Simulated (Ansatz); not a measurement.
System: C3H7O, net charge 0, doublet state. SMILES: OC([CH2])C
Coordinates optimised at B3LYP-D3(BJ)/def2-TZVP (Ansatz, a program for electronic structure):
```xyz
11

O     -0.0336     1.3524    -0.1913
C     -0.0230     0.0261     0.3439
H      0.7975     1.7801     0.0409
H      0.1030     0.0869     1.4415
C     -1.3380    -0.5860     0.0500
C      1.1470    -0.7908    -0.2108
H      1.0799    -0.8495    -1.2976
H     -2.1725     0.0406    -0.2265
H      2.0998    -0.3278     0.0582
H     -1.4939    -1.6419     0.2178
H      1.1393    -1.8033     0.1974
```
Charge 0, spin multiplicity 2.

Wanted: enthalpy of formation at 298 K, in kcal/mol. Conventions: non-relativistic; valence correlation only; UHF or UKS for open shells; no dispersion term unless named; six Cartesian d functions in 6-31G* and its kin unless marked 5d; spin-orbit terms left out. CBS(X,Y): correlation extrapolated as X^-3; Hartree-Fock from the larger set. [CCSD(T)-MP2]/basis is that difference in the basis named. Ab initio and DFT rows: single points at B3LYP-D3(BJ) geometries (Ansatz), with unscaled harmonic terms from B3LYP/6-31G* at its own minima, enthalpies of formation by atomisation with measured atoms.

```csv
species,coefficient,"E at PBE/6-31G* (Ansatz), Eh","E at wB97M-V/def2-TZVPD (Ansatz), Eh","H(298 K) - E, kcal/mol"
[CH2]C(C)O,+1,-193.42180,-193.66641,62.65
C atom,-3,-37.78288,-37.84643,-
H atom,-7,-0.49743,-0.49411,-
O atom,-1,-74.97380,-75.07806,-
```

The atoms take no thermal term, since their enthalpies of formation at 0 K are used: the result is the sum of coefficient times E, plus the molecule's thermal term, plus number times (enthalpy of formation minus H(298) - H(0)) over the atoms. Measured values of the atoms (G2/97 table in ASE), kcal/mol:

| atom | number | enthalpy of formation of the gas at 0 K | H(298) - H(0) of the element's standard state |
|---|---|---|---|
| C | 3 | 169.98 | 0.25 |
| H | 7 | 51.63 | 1.01 |
| O | 1 | 58.99 | 1.04 |

Coupled cluster (Ansatz) is a level with limits of its own, used here on species with T1 under 0.025 (0.045 for open shells) and stable references: RI-MP2/CBS(cc-pVTZ,cc-pVQZ)+[CCSD(T)-MP2]/cc-pVDZ. Value to compare with, RI-MP2/CBS(cc-pVTZ,cc-pVQZ)+[CCSD(T)-MP2]/cc-pVDZ (Ansatz): -15.1 kcal/mol. 1 Eh = 627.5095 kcal/mol.

**Question.** Compute it at each level from the table, and compare with RI-MP2/CBS(cc-pVTZ,cc-pVQZ)+[CCSD(T)-MP2]/cc-pVDZ (Ansatz).

**Answer.** 
- PBE/6-31G*: the sum of coefficient times E is -1.61735 Eh, or -1014.90 kcal/mol; the thermal terms add 62.65; the atoms' measured terms add 921.48. Result: -30.8 kcal/mol. Its difference against RI-MP2/CBS(cc-pVTZ,cc-pVQZ)+[CCSD(T)-MP2]/cc-pVDZ (Ansatz) is -15.7 kcal/mol.
- wB97M-V/def2-TZVPD: the sum of coefficient times E is -1.59029 Eh, or -997.92 kcal/mol; the thermal terms add 62.65; the atoms' measured terms add 921.48. Result: -13.8 kcal/mol. Its difference against RI-MP2/CBS(cc-pVTZ,cc-pVQZ)+[CCSD(T)-MP2]/cc-pVDZ (Ansatz) is 1.3 kcal/mol.
